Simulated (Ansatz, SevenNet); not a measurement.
For tetragonal perovskite BaTiO₃, the machine-learned potential SevenNet-0 (trained on PBE and PBE+U data) gives:

```
Property               Value
-------------------  -------
lattice constant a   3.994 Å
lattice parameter c  4.257 Å
```

What does HSE06 (PAW; Ansatz, a program for electronic structure) give for the same quantities?


- lattice constant a: 3.951 Å (drops by 1.1 %)
- lattice parameter c: 4.133 Å (drops by 2.9 %)

For comparison: lattice constant a 3.994 Å (measured, 300 K, no zero-point or thermal correction; as tabulated in Wikipedia's data pages); lattice parameter c 4.034 Å (measured, 300 K, not corrected to a static lattice; as tabulated in Wikipedia's data pages).

Changes are worked out from the printed values.

Unless a cell is named, each level is at its own relaxed cell (SevenNet-0 13.58, HSE06 12.90 Å³/atom).

Ansatz's density-functional and Hartree–Fock values are scalar-relativistic unless marked +SOC, with PAW data made under PBE.
